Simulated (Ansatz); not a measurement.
Results of LC-ωPBE (PAW; Ansatz, a quantum-chemistry and plane-wave program) for zinc-blende MgTe (metastable phase).

Run with plane-wave cutoff 460 eV, 8×8×8 k mesh, Fermi–Dirac smearing 0.01 eV, scalar-relativistic PAW data made under PBE.

The cell is scaled about its equilibrium volume:

| V (Å³/atom) | P (GPa) | direct gap at Γ (eV) |
|---|---|---|
| 31.088 | 2.53 | 8.201 |
| 31.906 | 1.26 | 8.057 |
| 32.724 | 0.14 | 7.919 |
| 33.531 | -0.84 | 7.788 |
| 34.361 | -1.73 | 7.659 |

The fundamental gap (7.78 eV at the equilibrium volume, on the SCF mesh) lies elsewhere than Γ–Γ.

Spin–orbit coupling is not included; with these elements it can move the gap by several tenths of an eV or more.
